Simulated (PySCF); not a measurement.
**Basis set benchmark on one molecule**

Molecule: Ethyl chloride (CCCl, C2H5Cl).

Atoms are numbered as in `[CH3:1][CH2:2][Cl:3]`. Hydrogens are named by the atom that carries them.

Geometry PBE0-D3(BJ)/def2-SVP throughout; GIAO in PySCF 2.14.0 with density-fitted response routines, gas phase, one conformer, non-relativistic; equivalent atoms averaged; functional PBE0.

Reference values (measured; solution, not stated per compound (mostly CDCl3 or CCl4); Pretsch, Buehlmann, Badertscher, Structure Determination of Organic Compounds, 4th ed. (2009)): δ(C2) = 39.9 ppm, δ(C1) = 18.9 ppm, δ(H(C2)) = 3.47 ppm, δ(H(C1)) = 1.33 ppm. Computed shifts are taken against TMS, calculated as an isolated molecule at each level.

**Question.** How do the basis sets STO-3G, 6-31G, pcSseg-0, 6-31G*, def2-SVP, cc-pVDZ, pcSseg-1, aug-cc-pVDZ, 6-311+G(2d,p), def2-TZVP, IGLO-III, cc-pVTZ, pcSseg-2 perform against the reference? Times are CPU seconds on shared hosts with different chips, so compare them loosely.

**Answer.** 
```csv
basis set,functions,C2,C1,H(C2),H(C1),mean abs. error C,mean abs. error H,core-s
STO-3G,24,44.9,20.7,2.32,1.19,3.4,0.65,1.1
6-31G,41,41.3,19.8,3.36,1.45,1.2,0.12,2.2
pcSseg-0,41,44.8,21.2,3.15,1.48,3.6,0.24,2
6-31G*,56,40.3,19.2,3.29,1.29,0.3,0.11,2.7
def2-SVP,71,41.6,18.6,3.20,1.18,1.0,0.21,2.9
cc-pVDZ,71,44.6,20.4,3.30,1.27,3.1,0.12,3.5
pcSseg-1,83,45.5,20.8,3.38,1.36,3.8,0.06,4
aug-cc-pVDZ,118,45.1,19.9,3.57,1.46,3.1,0.11,5.6
"6-311+G(2d,p)",119,45.1,20.0,3.50,1.36,3.2,0.03,5.2
def2-TZVP,129,45.4,20.7,3.47,1.34,3.7,0.01,6
IGLO-III,164,45.7,21.0,3.51,1.36,4.0,0.03,8
cc-pVTZ,164,45.2,20.4,3.48,1.36,3.4,0.02,8.8
pcSseg-2,185,46.5,21.3,3.51,1.36,4.5,0.03,7.4
```

For 13C the closest is 6-31G* (0.3 ppm) and the furthest pcSseg-2 (4.5 ppm).

For 1H the closest is def2-TZVP (0.01 ppm, with cc-pVTZ, 6-311+G(2d,p), IGLO-III, pcSseg-2 practically level) and the furthest STO-3G (0.65 ppm). Where a smaller basis beats a larger one, errors probably cancel; the largest sets show where the functional converges. One molecule is a small sample, and vibrational and solvent effects are absent from the calculation.

A small basis that lands close on one nucleus may do so by chance; judge by the trend and by all nuclei.
